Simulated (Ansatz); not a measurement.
# S2F+ (quintet): from Hartree-Fock to the top rungs, def2-TZVPP

An exercise on one series of results from a longer session: the logs are not shown, and one member is left open.

Program: Ansatz 0.2.0, Gaussian basis. Level of theory: def2-TZVPP, core rule «outside noble gas», up to 11 orbitals frozen. These are calculated values, not measurements.

The runs, in order: UHF; ROHF; CCSD(T) on UHF.

### The system

The geometry is a PBE0/def2-TZVP stationary point (not a proven minimum) of the parent state, kept for this charge and spin.

3 atoms, charge 1, spin multiplicity 5.

Atoms are counted from 1 here; the program's logs count them from 0.

Bond lengths: F1–S2 1.740 Å, S2–S3 1.950 Å. Angles: F1–S2–S3 180.0°.

The first run:

in.yaml reads:

```yaml
crystal:
  periodic: [false, false, false]
  atoms:
    - {symbol: F, position_ang: [0.000000, 0.000000, 1.810100]}
    - {symbol: S, position_ang: [0.000000, 0.000000, 0.070000]}
    - {symbol: S, position_ang: [0.000000, 0.000000, -1.880100]}
basis:
  gaussian: {orbitals: def2-TZVPP}
total_charge: 1
magnetization: {spin_polarized: true, initial_magnetization: 4}
hamiltonian: {xc: hf}
output: {orbitals: {seedname: orbitals}}
```

Run with:

```console
$ ansatz run in.yaml --threads 1 --pin off --events-out ev --progress --plain --max-ram 2816MiB --backend cpu
```

Steps of the session up to this table: UHF; ROHF; CCSD(T) on UHF.

One table of the session follows, with a row left open; its other results are not shown here.

It belongs to the step «Misses and costs». 

| method | from UCCSD(T) (meV) |
| --- | --- |
| ROHF | +16265.0 |
| UHF | +15532.6 |
| UMP2 | ? |
| UCCSD | +684.8 |
| UCCSD(T) | 0 |

Estimate the missing values for UMP2.

As computed: from UCCSD(T) (meV): +1890.0. In the column «from UCCSD(T) (meV)» it lies between UCCSD (+684.8) and UHF (+15532.6).
